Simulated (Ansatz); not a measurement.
A run on CH$_{7}$N$_{3}$S (`NC(N)(N)S`) with other settings.

```yaml
crystal:
  periodic: [false, false, false]
  atoms:
    - {symbol: N, position_ang: [-1.370249, 0.083242, -0.130449]}
    - {symbol: C, position_ang: [-0.098500, 0.274513, 0.240752]}
    - {symbol: N, position_ang: [0.218887, -0.037497, 1.436322]}
    - {symbol: N, position_ang: [0.370961, -0.973081, -0.849343]}
    - {symbol: S, position_ang: [0.966153, 1.770782, -0.243088]}
    - {symbol: H, position_ang: [-1.847977, 0.698734, 0.458564]}
    - {symbol: H, position_ang: [-1.676781, 0.303814, -1.086276]}
    - {symbol: H, position_ang: [-0.352039, -0.805141, 1.800991]}
    - {symbol: H, position_ang: [1.272572, -0.119958, 1.743905]}
    - {symbol: H, position_ang: [1.613680, -0.962887, -0.892631]}
    - {symbol: H, position_ang: [0.065896, -1.767170, -0.720860]}
    - {symbol: H, position_ang: [0.825875, 1.491911, -1.636960]}
basis:
  gaussian: {orbitals: def2-SVP}
hamiltonian: {xc: {name: SVWN5}, pseudopotentials: {relativity: none}}
output: {forces: true}
```

```sh
$ ansatz run in.yaml --threads 4 --pin off --events-out ev --progress --plain --max-ram 10444MiB
```

Output, abridged:

```
Functional definition: SVWN5
1285 factors; their error is unknown
mean field evaluation 1: about -16343.3199 eV, gradient 9.3e1 eV
mean field evaluation 2: about -16225.7071 eV, gradient 2.0e2 eV
mean field evaluation 4: about -16360.9653 eV, gradient 1.6e1 eV
mean field evaluation 8: about -16361.5343 eV, gradient 2.6e-1 eV
mean field evaluation 16: about -16361.4599 eV, gradient 1.0e-3 eV
mean field -16361.45988950 eV, -601.2725607432 hartree, gradient 1.4e-5 eV, S^2 0.000000; 0 other end points of the search recorded, 0 dependent functions left out
reference -16361.45992069 eV, -601.2725618894 hartree; 25, 25 occupied and 84, 84 virtual orbitals, 1285 factors
Total energy: -16361.45992069 eV, -601.2725618894 hartree
Atom 0 at    -1.370249     0.083242    -0.130449 Å, force    -2.796196     0.463039     0.002566 eV/Å
Atom 1 at    -0.098500     0.274513     0.240752 Å, force     3.849773    -3.141962    -8.332959 eV/Å
Atom 2 at     0.218887    -0.037497     1.436322 Å, force     2.638321    -0.946224     7.337980 eV/Å
Atom 3 at     0.370961    -0.973081    -0.849343 Å, force    10.159470    14.240750    -2.683441 eV/Å
Atom 4 at     0.966153     1.770782    -0.243088 Å, force    -0.709342    -0.549290    -1.344576 eV/Å
Atom 5 at    -1.847977     0.698734     0.458564 Å, force    -2.425058     1.619911     1.661258 eV/Å
Atom 6 at    -1.676781     0.303814    -1.086276 Å, force     0.824012    -0.324388    -0.037013 eV/Å
Atom 7 at    -0.352039    -0.805141     1.800991 Å, force     0.026357    -0.140746     0.186845 eV/Å
Atom 8 at     1.272572    -0.119958     1.743905 Å, force    -2.551594     0.404932    -1.084359 eV/Å
Atom 9 at     1.613680    -0.962887    -0.892631 Å, force    -4.596323    -0.318802     0.255383 eV/Å
Atom 10 at     0.065896    -1.767170    -0.720860 Å, force    -4.582293   -11.457982     2.721103 eV/Å
Atom 11 at     0.825875     1.491911    -1.636960 Å, force     0.162873     0.150763     1.317214 eV/Å
Dipole moment:    -0.167130    -0.197319     0.269879 e Å
```

It took 1.2 s on 4 threads of an Arm Neoverse N1 on a shared host, with 0.51 GiB of host memory at the peak.
